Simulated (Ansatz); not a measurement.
Molecule: N₂H₄, net charge 1, doublet state. 
Structure (B3LYP-D3(BJ)/def2-TZVP (Ansatz, a program for electronic structure) minimum search):
```xyz
6

N     -0.1543     0.6357     0.0035
N      0.1543    -0.6357    -0.0035
H     -0.3266     1.1003     0.8871
H     -0.3361     1.1077    -0.8743
H      0.3361    -1.1077     0.8743
H      0.3266    -1.1003    -0.8871
```
Charge +1, spin multiplicity 2.

Basis-set convergence of Hartree-Fock and MP2 correlation energies (hartree) with Ansatz. Cores are frozen in the correlated levels unless marked. Open shells are spin-unrestricted. Spin-orbit coupling is left out. Non-relativistic.

```tsv
basis	functions	E(HF)	E(corr, MP2)
cc-pVDZ	48	-110.93712	-0.32376
cc-pVTZ	116	…	…
```

### Question
What belongs in the gaps?

### Answer

- cc-pVTZ, E(HF): -110.97236
- cc-pVTZ, E(corr, MP2): -0.40182
